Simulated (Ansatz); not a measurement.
Species: CH4O, SMILES `CO` (charge 0, multiplicity 1), formula CH4O.

Q: How many basis functions does frozen-core CCSD(T)/cc-pVTZ // PBE-D3(BJ)/def2-SVP run with Ansatz (a program for electronic structure) use, how many core orbitals are frozen, and how many electrons are correlated?

A: 116 basis functions and 2 frozen orbitals, which leaves 14 correlated electrons. Core time is of the order of seconds.
